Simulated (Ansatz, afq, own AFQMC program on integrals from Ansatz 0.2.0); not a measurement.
**The P1–H2 bond of PH₃, singlet, worked out**

```yaml
atoms:
  - { symbol: P, position_ang: [0.3489, -0.3293, -0.3357] }
  - { symbol: H, position_ang: [0.6337, -0.0339, 1.0326] }
  - { symbol: H, position_ang: [-1.0111, -0.6661, -0.0570] }
  - { symbol: H, position_ang: [0.0285, 1.0293, -0.6399] }
```

The molecule and both fragments are relaxed with PBE0/def2-SVP; the fragments keep their bonds.

Basis def2-TZVP. Noble-gas cores (and the filled d shells of Ga–Kr and In–Xe) are frozen. Integrals, coupled cluster, full CI and functionals: Ansatz 0.2.0; the random walks run on the same integrals in our own AFQMC program. The CISD trial takes its coefficients from CCSD amplitudes. Released means that phaseless walkers are propagated on without the constraint, phases kept. Uncertainties: one standard error, sampling alone.

Total energies in eV. CBS is CCSD(T) at the limit of def2-TZVPP/QZVPP (extrapolated itself); the highest rung of each member is named.

```
      member  count  CCSD(T)/def2-TZVP  highest rung in def2-TZVP     which  CCSD(T)/CBS
PH₂, doublet     +1         -9307.4996                 -9307.5294  CCSDT(Q)   -9308.4668
 H (doublet)     +1           -13.6005                   -13.6005       FCI     -13.6059
PH₃, singlet     -1         -9324.7470                 -9324.7767  CCSDT(Q)   -9325.8771
```

**Question.** Work out the best estimate of the bond energy: the CCSD(T)/CBS difference plus the step from CCSD(T) to the highest rung.

**Answer.** Sums with the counts: CCSD(T)/CBS 3.8044 eV, highest rung 3.6468 eV, CCSD(T)/def2-TZVP 3.6469 eV. The step is 3.6468 − 3.6469 = -0.0001 eV, so the best estimate is 3.8044 + (-0.0001) = 3.8043 eV. The basis set is worth 0.157 eV of it. Zero-point, core-correlation and spin–orbit terms aren't in it. Past Ne the Hartree–Fock part of each CBS total tends to overshoot, since the cores don't follow the formula; that largely cancels in the difference.

Best estimates are given only where the step beyond CCSD(T) is under 0.3 eV and no member's determinant is very poor (T1 over 0.05, or 0.07 for open shells, ⟨S²⟩ too high by 0.3, two states mixed), so the hardest cases are missing from such tables.

CCSDT and higher add their correlation energy to the determinant of the CCSD(T) run, since their own runs factorise the integrals more tightly (a shift of under 2 meV). Each member of a difference takes its own highest rung, so a best estimate needn't equal the limit plus the step of one row.
